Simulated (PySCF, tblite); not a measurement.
Species: C5H6.
Numbering: `[CH:1]#[C:2][CH2:3][CH:4]=[CH2:5]` (hydrogens: H6 on C1; H7, H8 on C3; H9 on C4; H10, H11 on C5)

Computed with GFN2-xTB (tblite), gas phase: Langevin dynamics at 300 K from the optimised GFN2-xTB geometry, time step 0.5 fs, friction 0.01 fs⁻¹, 2000 steps. Over the second half of the run the saved frames average 307 K.

Frame at 250 fs, instantaneous temperature 219 K:
```
atom  x, y, z in Å
C1      2.498   -0.215    0.436
C2      1.396   -0.680    0.261
C3      0.022   -1.154    0.140
C4     -0.943   -0.132   -0.497
C5     -2.169    0.128   -0.133
H6      3.443    0.219    0.193
H7     -0.346   -1.575    1.020
H8      0.125   -2.010   -0.626
H9     -0.444    0.414   -1.284
H10    -2.820    0.802   -0.681
H11    -2.561   -0.391    0.718
```

Frame at 425 fs, instantaneous temperature 235 K:
```
atom  x, y, z in Å
C1      2.734   -1.138    0.193
C2      1.542   -1.244    0.206
C3      0.136   -1.380    0.417
C4     -0.618   -0.137   -0.026
C5     -1.906    0.082    0.071
H6      3.782   -0.974   -0.025
H7     -0.038   -1.566    1.456
H8     -0.339   -2.210   -0.241
H9      0.051    0.625   -0.409
H10    -2.236    1.097   -0.157
H11    -2.570   -0.679    0.380
```

Frame at 625 fs, instantaneous temperature 277 K:
```
atom  x, y, z in Å
C1      2.921   -0.980    0.477
C2      1.810   -1.452    0.434
C3      0.414   -1.832    0.227
C4     -0.187   -0.648   -0.420
C5     -0.877    0.248    0.297
H6      3.855   -0.551    0.620
H7      0.107   -2.124    1.224
H8      0.359   -2.730   -0.382
H9     -0.112   -0.463   -1.457
H10    -1.498    1.000   -0.080
H11    -1.079    0.174    1.343
```

Frame at 800 fs, instantaneous temperature 294 K:
```
atom  x, y, z in Å
C1      2.478   -0.381    0.794
C2      1.451   -0.934    0.510
C3      0.167   -1.554    0.263
C4     -0.525   -0.877   -0.985
C5     -1.387    0.123   -0.945
H6      3.462   -0.038    1.008
H7     -0.406   -1.437    1.193
H8      0.267   -2.626    0.015
H9     -0.199   -1.212   -2.058
H10    -1.911    0.526   -1.846
H11    -1.661    0.534    0.036
```

Frame at 1000 fs, instantaneous temperature 519 K:
```
atom  x, y, z in Å
C1      2.191   -0.647    0.307
C2      1.029   -0.817    0.499
C3     -0.370   -0.976    0.474
C4     -0.806   -1.137   -0.948
C5     -1.575   -0.258   -1.625
H6      3.196   -0.461    0.398
H7     -0.810   -0.067    0.951
H8     -0.692   -1.917    1.042
H9     -0.472   -2.126   -1.398
H10    -1.738   -0.365   -2.649
H11    -1.881    0.698   -1.244
```

Task: What do single points at PBE0/pcSseg-1 (PySCF, gas phase) give on these frames?

Result: 
```tsv
t (fs)	GFN2-xTB E above start (eV)	DFT E above lowest frame (eV)	HOMO (eV)	LUMO (eV)	dipole (D)
250	0.31	0.01	-7.63	0.21	0.85
425	0.29	0.03	-7.46	0.07	0.48
625	0.36	0.18	-7.21	-0.10	0.82
800	0.35	0.00	-7.52	0.10	0.60
1000	0.29	0.06	-7.50	-0.06	0.46
```

The two levels order the frames alike by energy but for pairs within 0.08 eV at one level; measured from each level's lowest frame they differ by 0.11 eV at most. The HOMO–LUMO gap runs from 7.11 to 7.84 eV. These are instantaneous structures, not minima.

Task: And the isotropic GIAO shieldings (ppm) from the same runs?

Result: 
| atom | 250 fs | 425 fs | 625 fs | 800 fs | 1000 fs | mean | range |
| --- | --- | --- | --- | --- | --- | --- | --- |
| C1 | 108.2 | 110.6 | 106.7 | 109.5 | 109.2 | 108.8 | 3.9 |
| C2 | 92.4 | 97.6 | 96.5 | 99.5 | 98.7 | 96.9 | 7.1 |
| C3 | 157.2 | 162.6 | 164.3 | 157.6 | 156.7 | 159.7 | 7.6 |
| C4 | 42.6 | 37.4 | 45.5 | 36.4 | 35.0 | 39.4 | 10.5 |
| C5 | 68.8 | 66.8 | 58.7 | 56.4 | 64.4 | 63.0 | 12.4 |
| H6 | 29.2 | 29.2 | 30.3 | 29.6 | 30.8 | 29.8 | 1.6 |
| H7 | 30.0 | 28.9 | 28.8 | 28.4 | 28.0 | 28.8 | 2.0 |
| H8 | 27.3 | 26.9 | 29.1 | 28.3 | 27.5 | 27.8 | 2.2 |
| H9 | 25.8 | 25.5 | 25.4 | 24.2 | 24.5 | 25.1 | 1.6 |
| H10 | 26.0 | 25.8 | 26.7 | 25.2 | 27.0 | 26.1 | 1.8 |
| H11 | 26.5 | 26.5 | 26.5 | 25.8 | 26.3 | 26.3 | 0.7 |

What follows is the cost of the whole dynamics run. The run took about 19 s of CPU time (one thread, shared machine).
